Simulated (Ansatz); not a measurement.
`O[SiH3]` and CH₃OH differ in one element.

Ansatz, PBE0-D4/def2-TZVP geometries, multiplicity 1. 

```
                                        property  `O[SiH3]`
  zero-point energy (PBE0-D4/def2-TZVP) / kJ/mol      100.9
           HOMO energy (ωB97M-V/def2-TZVPP) / eV     -11.07
size of the dipole moment (B3LYP/def2-TZVPP) / D       1.31
               HOMO energy (PBE/def2-TZVPP) / eV      -7.21
           HOMO–LUMO gap (B3LYP/def2-TZVPP) / eV       8.27
              HOMO energy (PBE0/def2-TZVPP) / eV      -8.73
```

(1) Give the same properties after the change, and the shifts. (Estimate.)

Answers

(1) Ansatz gave: 
```csv
property,CH₃OH,shift
zero-point energy (PBE0-D4/def2-TZVP) / kJ/mol,135.0,34.1
HOMO energy (ωB97M-V/def2-TZVPP) / eV,-10.36,0.71
size of the dipole moment (B3LYP/def2-TZVPP) / D,1.64,0.33
HOMO energy (PBE/def2-TZVPP) / eV,-6.17,1.04
HOMO–LUMO gap (B3LYP/def2-TZVPP) / eV,8.34,0.07
HOMO energy (PBE0/def2-TZVPP) / eV,-7.89,0.84
```

With PBE0 the HOMO rises by 0.84 eV and the LUMO rises by 1.06 eV, so the gap widens by about 0.22 eV. PBE moves the HOMO by 1.04 eV and ωB97M-V by 0.71 eV. Dipoles are sizes alone; their direction can turn.

B3LYP here is the variant with VWN-RPA as its local correlation; programs differ in this.
